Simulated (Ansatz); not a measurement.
The first iterations of a band of AlF2H2 (5 atoms, charge 0, multiplicity 2).

These are results of UKS LDA/cc-pVDZ (Ansatz 0.2.0), not measurements.

- movable images: 7
- climbing image: yes
- spring: 5.0 eV/Å²
- optimiser: quadratic models (default)
- start path: through a guess of the saddle point
- force threshold: 0.05 eV/Å
- iteration limit: 60
- end points: relaxed

Image 0:

```xyz
5
Properties=species:S:1:pos:R:3
Al 0.080 0.234 0.663
H 0.488 -1.380 0.989
F 1.014 0.961 -0.529
H -1.020 -0.924 0.095
F -0.449 1.109 1.997
```

Image 8:

```xyz
5
Properties=species:S:1:pos:R:3
Al -0.072 -0.943 0.644
H 0.655 0.857 0.959
F 1.050 0.416 -0.054
H -1.476 -0.857 -0.173
F -0.044 0.528 1.839
```

| iteration | highest image above the first end (eV) | largest band force component (eV/Å) |
| --- | --- | --- |
| 1 | 3.678 | 9.014 |
| 2 | 2.096 | 5.224 |
| 3 | 1.315 | 3.334 |
| 4 | 1.027 | 2.772 |
| 5 | 0.862 | 1.171 |
| 6 | 0.700 | 0.769 |

Q: Does the band converge within its limit, and where does its top end?

A: The forces met the threshold. It ended after 18 iterations with the highest image 0.647 eV above the first end. A vibrational analysis at the climbing image gives one clearly imaginary mode, 592i cm⁻¹: a first-order saddle point.

The run took 120 s on 1 thread of Arm Neoverse V1, with other jobs on the host, peak memory 0.12 GiB.
